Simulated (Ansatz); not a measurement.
```yaml
crystal:
  periodic: [false, false, false]
  atoms:
    - {symbol: O, position_ang: [-1.039752, -0.237492, -0.001678]}
    - {symbol: P, position_ang: [0.559721, 0.144813, 0.000897]}
    - {symbol: H, position_ang: [-1.617745, 0.527699, -0.002955]}
    - {symbol: H, position_ang: [0.922022, -1.207978, 0.002033]}
basis:
  gaussian: {orbitals: def2-TZVP}
magnetization: {spin_polarized: true, initial_magnetization: 1}
hamiltonian: {xc: pbe0}
relax: {f_tol: 0.004, max_steps: 80}
```

```sh
$ ansatz run in.yaml --threads 1 --pin off --events-out ev --progress --plain --max-ram 2176MiB
```

Steps of the relaxation (energy above the last step; positions in Å, forces in eV/Å):

```
4
step 1, 15.8 meV
O    -1.040   -0.237   -0.002   -0.190   -0.147    0.000
P     0.560    0.145    0.001   -0.181    0.419    0.000
H    -1.618    0.528   -0.003    0.066    0.178    0.000
H     0.922   -1.208    0.002    0.304   -0.449    0.001
```

```
4
step 2, 4.0 meV
O    -1.056   -0.235   -0.002   -0.089   -0.179    0.000
P     0.547    0.138    0.001   -0.077    0.254    0.000
H    -1.621    0.542   -0.003    0.107    0.100    0.000
H     0.954   -1.218    0.002    0.058   -0.176    0.000
```

```
4
step 3, 1.1 meV
O    -1.062   -0.239   -0.002   -0.076   -0.104    0.000
P     0.540    0.141    0.001    0.023    0.025    0.000
H    -1.615    0.547   -0.003    0.072    0.045    0.000
H     0.962   -1.222    0.002   -0.019    0.034    0.000
```

```
4
step 6, 0.0 meV
O    -1.068   -0.247   -0.002   -0.001    0.001    0.000
P     0.535    0.141    0.001   -0.001    0.000    0.000
H    -1.605    0.551   -0.003    0.001   -0.001    0.000
H     0.962   -1.218    0.002    0.000    0.000    0.000
```

Close pairs at the end: O1–H3 0.962 Å, P2–H4 1.424 Å, O1–P2 1.649 Å.

A stationary point of unrestricted PBE0 after 6 steps, with ⟨S²⟩ = 0.757 against 0.75 for a pure state; no frequencies were run, so it isn't proven a minimum. 8 s on 1 thread of Intel Xeon 6975P-C, shared host.
